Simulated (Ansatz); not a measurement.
C3H6N2O (`CN1CN=C1O`). The species carries charge 0 and has multiplicity 1.

```xyz
12

C    -0.994    0.129    1.156
N     0.260   -0.057    0.468
C     0.581   -1.240   -0.369
N     1.018   -0.336   -1.459
C     0.610    0.609   -0.686
O     0.542    1.920   -0.849
H    -1.031   -0.531    2.024
H    -1.868   -0.073    0.522
H    -1.054    1.158    1.513
H     1.373   -1.866    0.046
H    -0.300   -1.832   -0.630
H     0.864    2.119   -1.737
```

(1) List the harmonic frequencies (cm⁻¹, unscaled) at PBE0-D4/def2-TZVP in Ansatz. (Best estimate.)

(2) Is this a minimum?

(3) Give the ideal-gas thermochemistry at 298.15 K and 1 bar (rigid rotor, harmonic oscillator; point group C1, symmetry number 1).

(4) And at 400, 500, 600, 800 and 1000 K?

(5) Rotational constants (cm⁻¹)?

Answers

(1) The calculation gave: 178, 189, 227, 338, 458, 486, 726, 756, 827, 957, 1020, 1059, 1097, 1154, 1183, 1223, 1264, 1290, 1438, 1478, 1491, 1499, 1577, 1716, 3001, 3065, 3103, 3128, 3144, 3819.

(2) Yes, all 30 modes are real.

(3) Zero-point energy 256.5 kJ/mol; H(298) − E = 274.5 kJ/mol; entropy 317.4 J/(mol·K), of which translation 164.4, rotation 109.2, vibration 43.8; G(298) − E = 179.9 kJ/mol.

(4) 
| T (K) | H − E (kJ/mol) | S (J/mol/K) | G − E (kJ/mol) |
| --- | --- | --- | --- |
| 400 | 285.4 | 348.7 | 145.9 |
| 500 | 298.5 | 377.9 | 109.6 |
| 600 | 313.7 | 405.5 | 70.4 |
| 800 | 348.8 | 455.9 | -15.8 |
| 1000 | 388.8 | 500.4 | -111.6 |

(5) 0.1811, 0.1432, 0.08506.
